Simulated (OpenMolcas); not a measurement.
# r2SCAN0/ANO-XS-VDZ (DKH2) run of HOF (SMILES OF)

What is the vertical electron affinity of HOF at r2SCAN0/ANO-XS-VDZ (DKH2)? 

Program for the calculation: OpenMolcas 26.06.

### Step 1. The molecule

HOF: 3 atoms, total charge 0, spin state singlet. As SMILES, `OF`. Geometry: relaxed at PBE0-D4/def2-TZVP.

Bond lengths: O1–F2 1.406 Å, O1–H3 0.969 Å. Angles: F2–O1–H3 99.1°.

### Step 2. A single-point energy at r2SCAN0/ANO-XS-VDZ (DKH2)

File job.inp:

```
* FHO Kohn-Sham DFT
>>> EXPORT MOLCAS_PRINT=2

&GATEWAY
  Coord
  3
  bohr
  O      0.81369717    -0.39748499     0.40880445
  F     -0.41934912     1.91735392    -0.02074919
  H     -0.39436694    -1.51986893    -0.38805526
  Basis = ANO-XS-VDZ
  Group = NoSym

&SEWARD
  Relativistic = R02E00
  GridInput
  Grid=SG1Grid
  End of Grid

&SCF
  KSDFT = HYB_MGGA_XC_R2SCAN0
  PrOrbitals = 1 1
```

Launch:

```console
export MOLCAS_MEM=1860
pymolcas job.inp > job.log
```

Output:

```text
--- Start Module: gateway ---
[...]
--- Stop Module: gateway /rc=_RC_ALL_IS_WELL_ ---
--- Start Module: seward ---
[...]
      Basis functions           20
--- Stop Module: seward /rc=_RC_ALL_IS_WELL_ ---
--- Start Module: scf ---
[...]
       Convergence after   9 Iterations
[...]
::    Total KS-DFT energy                            -175.5236393410
[...]
      Total spin, S                                     0.0000000000
[...]
      Total electronic charge=   18.000000
      Total            charge=   -0.000000
[...]
      Dipole Moment (debye):
      Origin of the operator (angstrom)=    0.0684    0.4195    0.0846
                   X= -1.1431E+00               Y= -1.8839E+00               Z= -8.4518E-01           Total=  2.3601E+00
      Quadrupole Moment (debye*angstrom):
[...]
--- Stop Module: scf /rc=_RC_ALL_IS_WELL_ ---
[...]
```

Run time: 2.2 s. Hardware: 1 thread of Arm Neoverse V1, shared host; peak memory 0.37 GiB.

### Step 3. The doublet anion, same level

File job.inp:

```
>>> EXPORT MOLCAS_PRINT=2

&GATEWAY
  Coord
  3
  bohr
  O      0.81369717    -0.39748499     0.40880445
  F     -0.41934912     1.91735392    -0.02074919
  H     -0.39436694    -1.51986893    -0.38805526
  Basis=ANO-XS-VDZ
  Group=NoSym

&SEWARD
  Relativistic=R02E00
  GridInput
  Grid=SG1Grid
  End of Grid

&SCF
  UHF
  Charge=-1
  Spin=2
  KSDFT=HYB_MGGA_XC_R2SCAN0
  PrOrbitals=1 1
```

Launch:

```console
export MOLCAS_MEM=1860
pymolcas job.inp > job.log
```

Output:

```text
--- Start Module: gateway ---
[...]
--- Stop Module: gateway /rc=_RC_ALL_IS_WELL_ ---
--- Start Module: seward ---
[...]
      Basis functions           20
--- Stop Module: seward /rc=_RC_ALL_IS_WELL_ ---
--- Start Module: scf ---
[...]
       Convergence after  16 Iterations
[...]
::    Total KS-DFT energy                            -175.4262398362
[...]
      Total spin, S                                     0.5019866091
[...]
      Total electronic charge=   19.000000
      Total            charge=   -1.000000
[...]
      Dipole Moment (debye):
      Origin of the operator (angstrom)=    0.0684    0.4195    0.0846
                   X= -8.0973E-01               Y=  4.8395E-01               Z= -3.9701E-01           Total=  1.0235E+00
      Center of Charge (angstrom)
[...]
--- Stop Module: scf /rc=_RC_ALL_IS_WELL_ ---
[...]
```

Run time: 3.3 s. Hardware: 1 thread of Arm Neoverse V1, shared host; peak memory 0.37 GiB.

### Step 4. What came out

Level: r2SCAN0/ANO-XS-VDZ (DKH2).

| quantity | value |
| --- | --- |
| singlet HOF: total energy | -175.52364 Eh |
| singlet HOF: dipole moment | 2.36 D |
| singlet HOF: HOMO energy | -9.30 eV |
| singlet HOF: LUMO energy | -0.63 eV |
| singlet HOF: HOMO–LUMO gap | 8.67 eV |
| doublet anion: total energy | -175.42624 Eh |
| doublet anion: HOMO energy (highest over α and β) | 5.82 eV |
| doublet anion: LUMO energy (lowest over α and β) | 9.80 eV |
| doublet anion: ⟨S²⟩ | 0.754 |
| vertical electron affinity (to the doublet anion) | -2.650 eV |

What this shows: This program's gradients are faulty for this kind of reference, so any forces in the log (doublet anion) can't be trusted; the energy can. The anion lies 2.65 eV (61 kcal/mol) above the neutral: the electron isn't bound at this level, and such a value depends on the basis. Without diffuse functions anions come out too high. Mulliken charges (singlet HOF) run from -0.22 on O1 to +0.38 on H3. The HOMO (doublet anion) lies at positive energy, 5.82 eV; only total energies tell whether the electron is bound.
